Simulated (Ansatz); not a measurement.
Compare A (`C=C=CN=C`) with its isomer B (`C=C1CC1=N`).

Program: Ansatz. Geometries: PBE0-D4/def2-TZVP. ΔE: electronic, gas phase. CBS: MP2 limit from def2 TZ/QZ plus the TZ coupled-cluster correction, frozen cores. DFT in def2-TZVPP. One conformer a species, not always the lowest.

A:

```xyz
10

C    -1.8705    1.1874   -1.0384
C    -0.8328    0.5230   -0.6377
C     0.2238   -0.1554   -0.2631
N     0.5552   -0.3213    1.0811
C     1.5943   -0.9953    1.3443
H    -1.8149    2.2535   -1.2375
H    -2.8316    0.7012   -1.1774
H     0.8654   -0.6054   -1.0270
H     2.2320   -1.4451    0.5720
H     1.8791   -1.1426    2.3836
```

B:

Z-matrix (Å, degrees):
```
C
C 1 1.501
C 1 1.493 2 56.3
H 1 1.089 2 118.5 3 -107.1
H 1 1.089 2 118.5 3 107.1
C 2 1.319 1 146.7 3 -180.0
N 3 1.257 1 150.5 2 -180.0
H 6 1.084 2 120.7 1 180.0
H 6 1.085 2 121.5 1 -0.0
H 7 1.021 3 110.4 1 -0.0
```

**Question.** Which isomer does CCSD(T)/CBS put lower? Give the gap. (Best estimate.)

**Answer.** Computed: A, by 8.3 kcal/mol.

**Question.** Give E(B) − E(A) in kcal/mol with CCSD(T)/def2-SVP, BLYP-D4, MP2/def2-TZVPP, PBE-D4, r2SCAN-D4, HF/def2-TZVPP, PBE0-D4. (Best estimate.)

**Answer.** The calculation gave: CCSD(T)/def2-SVP 7.9, BLYP-D4 10.7, MP2/def2-TZVPP 5.9, PBE-D4 5.2, r2SCAN-D4 6.0, HF/def2-TZVPP 11.7, PBE0-D4 4.2. None reverses the order clearly.

**Question.** Does the order hold for the free energy at 298.15 K (harmonic terms from PBE0-D4)? (Best estimate.)

**Answer.** The calculation gave: Yes: G(B) − G(A) = +9.3 kcal/mol, for one conformer each.

Largest T1 diagnostic: 0.013.

Leaving LDA and LC-ωPBE aside and taking each functional with its dispersion term where it has one, the values spread over 6.5 kcal/mol, from PBE0-D4 to BLYP-D4. LDA lies −2.3 kcal/mol from PBE without D4. From BLYP to BHLYP (50 % exact exchange), in def2-TZVPP and without D4, E(B) − E(A) moves by −1.8 kcal/mol.
